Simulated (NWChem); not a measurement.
System: CH$_{2}$Cl$_{2}$ cation, doublet; SMILES of the neutral closed-shell parent ClCCl

```xyz
5

Cl     1.4800     0.0000     0.1840
C      0.0000     0.0000    -0.6748
Cl    -1.4800     0.0000     0.1840
H      0.0000     0.8675    -1.3908
H      0.0000    -0.8675    -1.3908
```
Atoms are numbered in this order, from 1.

Results from NWChem. Pople sets run with spherical d functions. Spin-unrestricted. In the optimisation the excess spin sits in b2 (C2v, its own frame). Geometry: optimised at PBE0/def2-SVP, spin-unrestricted. The spin multiplicity was typed, not searched, and may not be the lowest. No stability test was run on the SCF state. Atomic charges in e: unrestrained fits to the electrostatic potential beside Mulliken populations; buried atoms are poorly determined by the fit.

For level B3LYP/def2-SVP:

```
Property      Result
------------  ------
Mulliken Cl1    0.28
Mulliken C2    -0.01
Mulliken Cl3    0.28
```

Q: Estimate the same quantities for level UHF/6-31G*.

A: The Mulliken Cl1 is 0.42 and the Mulliken C2 is -0.65. The Mulliken Cl3 is 0.42.
